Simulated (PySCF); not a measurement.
Species: C3H7NS.
SMILES: `CN(C)C=S`

The closed-shell SCF was solved with PySCF and density fitting under several settings on one GFN2-xTB geometry (grid level 2 and gas phase unless stated).

```csv
settings,basis functions,SCF cycles,E (Eh),HOMO (eV),LUMO (eV),dipole (D)
PBE0/pcSseg-1,127,13,-571.0811,-5.96,-0.67,5.05
PBE0/def2-SVPD,163,13,-570.8864,-6.05,-0.82,5.06
```

**Question.** Estimate the rows for these settings: (1) KT2/aug-cc-pVDZ; (2) BP86/pcSseg-1.

**Answer.** 
```tsv
settings	basis functions	SCF cycles	E (Eh)	HOMO (eV)	LUMO (eV)	dipole (D)
KT2/aug-cc-pVDZ	182	15	-577.5648	-4.95	-1.66	4.85
BP86/pcSseg-1	127	16	-571.4775	-4.85	-1.64	4.94
```

**Question.** Over all rows, what range does the HOMO–LUMO gap span?

**Answer.** From 3.21 eV (BP86/pcSseg-1) to 5.29 eV (PBE0/pcSseg-1). The functional of the narrowest has no exact exchange, that of the widest 25 % exact exchange.

**Question.** And the dipole moment?

**Answer.** From 4.85 D (KT2/aug-cc-pVDZ) to 5.06 D (PBE0/def2-SVPD); the largest is 1.04 times the smallest, and the median is 5.00 D.

**Question.** Compare two rows with the functional PBE0: PBE0/pcSseg-1 and PBE0/def2-SVPD. Which energy is lower, and by how much?

**Answer.** PBE0/pcSseg-1 (127 functions) lies 0.1947 Eh or 122 kcal/mol below PBE0/def2-SVPD (163 functions). The smaller set gives the lower energy; the two sets aren't nested, so the variational bound doesn't order them by size.

Cycle counts include a coarse-grid stage where the run had one. KT2 was designed for NMR shieldings or shifts; total energies of different functionals aren't comparable.

The values belong to the conformer `[CH3:1][N:2]([CH3:3])[CH:4]=[S:5]`: C1–N2–C4–S5 180°.
